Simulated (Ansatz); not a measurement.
**Anatase TiO2 (metastable phase): elastic constant C11 by level of theory**

No measured value is used here.

| level (code) | value (GPa) | cell (Å³/atom) |
|---|---|---|
| LDA (Ansatz) | 389 | 11.02 |
| PBE (Ansatz) | 320 | 11.67 |
| r²SCAN (Ansatz) | 364 | 11.40 |
| HSE06 (Ansatz) | 372 | 11.30 |

Each level is taken at its own relaxed cell. Cutoffs and k meshes differ between the levels. Ansatz's density-functional and Hartree–Fock values are scalar-relativistic unless marked +SOC, with PAW data made under PBE.

Ansatz is a first-principles code.
